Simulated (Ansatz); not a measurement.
System: 1T (CdI2-type) SnSe2. Method: LDA (plane waves, PAW; Ansatz, an electronic-structure program).

Run with plane-wave cutoff 500 eV, 12×12×6 k mesh (along the axes of the cell as run), gaussian smearing 0.02 eV, scalar-relativistic PAW data made under PBE.

Cell (relaxed at this level):

Space group P-3m1 (No. 164); a = b = 3.7996 Å, c = 5.8964 Å, α = β = 90.00°, γ = 120.00°

```json
[
 {"atom": "Sn", "site": "1a", "symmetry": "-3m.", "x": "0.0000", "y": "0.0000", "z": "0.0000"},
 {"atom": "Se", "site": "2d", "symmetry": "3m.", "x": "0.3333", "y": "0.6667", "z": "0.2674"}
]
```

What does this level give for the band gap?


- band gap = 0.17 eV (on the SCF k mesh)

Measured, for comparison: band gap 0.98 eV (temperature not stated, no zero-point or thermal correction, indirect, our sources range from 0.98 to 1.06; as tabulated in Gonzalez and Oleynik (2016), arXiv:1609.04381).

Spin–orbit coupling is not included.
